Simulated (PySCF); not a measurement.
An unknown is described by computed data only.

Formula: CH5NSi.

| Item | Value |
| --- | --- |
| 13C NMR | chemical shifts (computed TMS as zero) by class: 191.7 (1 C) ppm [GIAO PBE0/pcSseg-1] |
| Polarisability | 49.4 au [CAM-B3LYP/def2-SVPD] |
| Valence photoelectron | vertical ionisation energy: 9.97 eV [ΔSCF CAM-B3LYP/def2-SVPD] |
| NMR, other nuclei | isotropic shieldings of nuclei other than C and H, by class: -176 (1 N), 422 (1 Si) ppm [GIAO PBE0/pcSseg-1] |
| Triplet | lowest triplet excitation (Tamm–Dancoff): 3.68 eV [TDA CAM-B3LYP/def2-SVPD] |
| Rotational structure | rotational constants A, B, C: 37.706, 5.263, 4.881 GHz [PBE0-D3(BJ)/def2-SVP] |
| 1H NMR | chemical shifts (computed TMS as zero) by class: 12.19 (1 H), 9.04 (1 H), 4.20 (3 H) ppm [GIAO PBE0/pcSseg-1] |
| UV, first state | lowest singlet excitation: 4.54 eV (273 nm, f = 0.003) [TDDFT CAM-B3LYP/def2-SVPD] |
| UV, strongest line | among the 10 lowest singlet transitions: S9 at 8.23 eV (151 nm, f = 0.270) [TDDFT CAM-B3LYP/def2-SVPD] |

Electronic properties: PySCF, gas phase, density fitting. Levels stand in brackets. Geometry: PBE0-D3(BJ)/def2-SVP; no solvent, vibrations or thermal averaging. Each NMR value is the plain mean over a class of atoms that symmetry, rotation or inversion makes alike.

Problem. Give a SMILES that accounts for the data.

Solution. Numbering: `[H]/[N:1]=[CH:2]/[SiH3:3]`. Its formula, CH5NSi, gives 1 degree of unsaturation: 0 rings and 1 π bond in the structure found. The one carbon: C=N carbon [C2] (191.7 ppm). Hydrogen classes from least to most shielded: 1 H on a C=N nitrogen, N1 (12.19 ppm), 1 H on a C=N carbon, C2 (9.04 ppm), 3 H on an SiH3 silicon, Si3 (4.20 ppm). The other shieldings belong to: -176 ppm, C=N nitrogen [N1]; 422 ppm, SiH3 silicon [Si3]. The first electron is taken from the HOMO, whose largest Löwdin shares are 0.51 on the C=N nitrogen, 0.21 on the C=N carbon, 0.09 on the SiH3 silicon and 0.08 on the hydrogen on a C=N carbon. By its constants the optimised geometry is an asymmetric top. Structure: `[H]/N=C/[SiH3]`. Computed isomers that give other values at the same levels: `C=N[SiH3]` (13C chemical shifts (computed TMS as zero) by class: 177.2 (1 C) ppm). The assignments are read from this structure; whether some other isomer fits the data as well wasn't checked.
